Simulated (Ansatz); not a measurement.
**C₃H₇ClO: small, medium and large basis sets**

Aim: see how fast density functionals converge with the basis set for C₃H₇ClO.

The runs use Ansatz 0.2.0, Gaussian basis; one geometry, several basis sets.

Levels to be run: PBE0-D4/def2-SVP; ωB97M-V/def2-SVP; PBE0-D4/def2-QZVPP; ωB97M-V/def2-QZVPP; the functionals' def2-TZVPP values are taken from earlier runs.

### 1 Structure used throughout

The geometry comes from an earlier relaxation with PBE0-D4 in a triple-zeta def2 set; it is a stationary point, not always the lowest conformer.

SMILES `CCC(O)Cl`, 12 atoms, charge 0, spin multiplicity 1.

Atoms are counted from 1 here; the program's logs count them from 0.

Bond lengths: C1–C2 1.516 Å, C1–H6 1.091 Å, C1–H7 1.091 Å, C1–H8 1.093 Å, C2–C3 1.506 Å, C2–H9 1.095 Å, C2–H10 1.093 Å, C3–O4 1.376 Å, C3–Cl5 1.827 Å, C3–H11 1.094 Å, O4–H12 0.962 Å. Angles: C2–C1–H6 110.5°, C2–C1–H7 111.2°, C2–C1–H8 111.3°, H6–C1–H7 108.1°, H6–C1–H8 107.6°, H7–C1–H8 107.9°, C1–C2–C3 114.0°, C1–C2–H9 110.4°, C1–C2–H10 111.3°, C3–C2–H9 105.9°, C3–C2–H10 107.9°, H9–C2–H10 106.9°, C2–C3–O4 108.9°, C2–C3–Cl5 110.4°, C2–C3–H11 111.8°, O4–C3–Cl5 110.3°, O4–C3–H11 112.4°, Cl5–C3–H11 102.9° and more.

### 2 PBE0-D4 in def2-SVP

Input file in.yaml:

```yaml
crystal:
  periodic: [false, false, false]
  atoms:
    - {symbol: C, position_ang: [-0.957635, 1.224264, 0.163017]}
    - {symbol: C, position_ang: [0.386338, 0.523726, 0.175749]}
    - {symbol: C, position_ang: [0.309879, -0.955976, -0.096229]}
    - {symbol: O, position_ang: [1.566520, -1.500433, 0.040151]}
    - {symbol: Cl, position_ang: [-0.334222, -1.261253, -1.778638]}
    - {symbol: H, position_ang: [-0.840495, 2.278691, 0.418623]}
    - {symbol: H, position_ang: [-1.425451, 1.164046, -0.820793]}
    - {symbol: H, position_ang: [-1.644150, 0.781438, 0.889874]}
    - {symbol: H, position_ang: [0.860462, 0.623719, 1.157943]}
    - {symbol: H, position_ang: [1.070183, 0.964982, -0.554101]}
    - {symbol: H, position_ang: [-0.430417, -1.448337, 0.542031]}
    - {symbol: H, position_ang: [1.515989, -2.450166, -0.103625]}
basis:
  gaussian: {orbitals: def2-SVP}
hamiltonian: {xc: pbe0, dispersion: d4}
output: {orbitals: {seedname: orbitals}}
```

Further steps of the session: ωB97M-V in def2-SVP; PBE0-D4 in def2-QZVPP; ωB97M-V in def2-QZVPP.

**Question.** What will the summary of the whole plan be? Wanted: PBE0-D4: double and triple zeta above quadruple; ωB97M-V: double and triple zeta above quadruple.

The runs gave:

| quantity | value |
| --- | --- |
| PBE0-D4: double and triple zeta above quadruple | 11.03, 0.67 eV |
| ωB97M-V: double and triple zeta above quadruple | 11.24, 0.65 eV |

For PBE0-D4 the step from double to triple zeta gains 10.36 eV and the next only 0.67 eV. Total energies overstate the basis error of differences, where much of it tends to cancel. The LUMO of ωB97M-V is positive and keeps falling with the basis (3.11 to 1.67 eV): an unbound level that the basis holds in place.
